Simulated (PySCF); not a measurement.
nitrogen dioxide (NO2), SMILES [O]N=O, multiplicity 2. Atoms are numbered in the order given.

```xyz
3

O      0.0000     1.1015     0.1413
N      0.0000     0.0000    -0.3229
O      0.0000    -1.1015     0.1413
```
Charge 0, spin multiplicity 2.

Geometry: TPSSh-D3(BJ)/def2-TZVP.

All values below come from PySCF with PBE/def2-TZVPD.

Mulliken values depend strongly on the basis, most of all with diffuse functions as here. Atomic charges (e):

| atom | meta-Löwdin | Mulliken | Mulliken spin |
|---|---|---|---|
| O1 | (withheld) | -0.25 | 0.28 |
| N2 | (withheld) | 0.51 | 0.45 |
| O3 | (withheld) | -0.25 | 0.28 |

Q: Complete the blanks. (Estimate from the structure and the level; the computed values follow.)

A: 
- O1, meta-Löwdin: -0.22
- N2, meta-Löwdin: 0.44
- O3, meta-Löwdin: -0.22
